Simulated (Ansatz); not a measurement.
Ansatz (a quantum-chemistry and plane-wave program) input (MP2/6-31G*):

Ansatz 0.2 input:
```yaml
crystal:
  periodic: [false, false, false]
  atoms:
    - {symbol: C, position_ang: [0.00338377, 0.10886783, 0.55856994]}
    - {symbol: C, position_ang: [-0.00493192, 1.40362732, -0.22443988]}
    - {symbol: C, position_ang: [0.00154860, -1.23332597, -0.22868881]}
    - {symbol: H, position_ang: [-0.86721713, 0.06866735, 1.23737251]}
    - {symbol: H, position_ang: [0.88297494, 0.07298702, 1.22592807]}
    - {symbol: H, position_ang: [0.00802955, -2.13036317, 0.42385519]}
    - {symbol: H, position_ang: [0.88047196, 1.44474346, -0.88717900]}
    - {symbol: H, position_ang: [-0.89911906, 1.44035123, -0.87554232]}
    - {symbol: H, position_ang: [-0.88326491, -1.28787415, -0.87278214]}
    - {symbol: H, position_ang: [0.87812193, -1.28352684, -0.88429978]}
basis:
  gaussian:
    orbitals: 6-31G*
total_charge: -1
magnetization: {spin_polarized: false}
correlation: {method: mp2, electrons: outside_noble_gas}
```

Q: Predict the final energy.

A: -117.94233 Eh.
